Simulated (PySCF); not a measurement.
These compounds are isomers of formula C7H5N.

A. `c1c(C#N)cccc1`
B. `C#CC(=C)/C=C\C#N`
C. `C#Cc1ccccn1`

Spectrum 1. $^{13}$C{$^{1}$H} NMR (computed): δ 155.5 (CH), 147.6 (C), 141.5 (CH), 134.9 (CH), 127.6 (CH), 88.5 (C), 86.7 (CH).

Spectrum 2. $^{13}$C{$^{1}$H} NMR (computed): δ 152.3 (CH), 143.4 (CH2), 135.2 (C), 120.5 (C), 106.2 (CH), 100.9 (CH), 81.4 (C).

Spectrum 3. $^{13}$C{$^{1}$H} NMR (computed): δ 140.0 (CH), 137.7 (CH), 134.5 (CH), 124.5 (C), 117.8 (C).

In vacuum, non-relativistic, fast rotation and ring inversion assumed for equivalent nuclei, one computed conformer. GFN2-xTB structure; couplings computed with B3LYP/pcJ-1 (spin–dipole term left out of most H,H and C,H couplings); σ from GIAO-PBE0/pcSseg-1; PySCF.

Scale: TMS for $^{13}$C (reference shieldings calculated alike). Shifts are as computed. Against solution values, carbons near 30 ppm lie about +3 ppm off and those near 130 ppm about +5 ppm. Of 1211 compounds with measured shifts, 218 miss one by over three times the rms of a fit or turn the order of signals round; such compounds aren't used in these exercises.

Question: Match each spectrum to its structure.

Answer: 1–C, 2–B, 3–A.

- Spectrum 1 (C): 7 $^{13}$C signals; δC 155.5 is an aromatic CH next to a ring nitrogen; δC 134.9 is an aromatic CH.
- Spectrum 2 (B): 7 $^{13}$C signals; δC 152.3 is an alkene CH; δC 143.4 is a terminal =CH2 carbon.
- Spectrum 3 (A): 5 $^{13}$C signals; δC 140.0 is an aromatic CH; δC 137.7 is an aromatic CH.
